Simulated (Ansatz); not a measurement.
The parent structure is GaAs in the zinc blende structure (space group F-43m, No. 216; a = 5.659 Å).

All numbers come from DFT with PBEsol, PAW potentials and a 420 eV plane-wave cutoff in Ansatz (a quantum-chemistry and plane-wave program), no spin-orbit coupling, earlier PAW set.

It is then changed as follows: In takes the place of Ga on all its sites, then cell and atoms are relaxed.

Measured lattice parameter a: GaAs 5.64 Å (static lattice; corrected from measurement; as listed in Daniel Mejia-Rodriguez, S. B. Trickey, Phys. Rev. B (2018)); InAs 6.047 Å (static lattice; corrected from measurement; as listed in Daniel Mejia-Rodriguez, S. B. Trickey, Phys. Rev. B (2018)).

Question: How well does PBEsol reproduce the measured shift?

Answer: With PBEsol the lattice parameter a moves by +0.428 Å (5.659 → 6.088) against +0.407 Å measured.

Whether these cells are dynamically stable was not tested. The final runs are not spin-polarised.
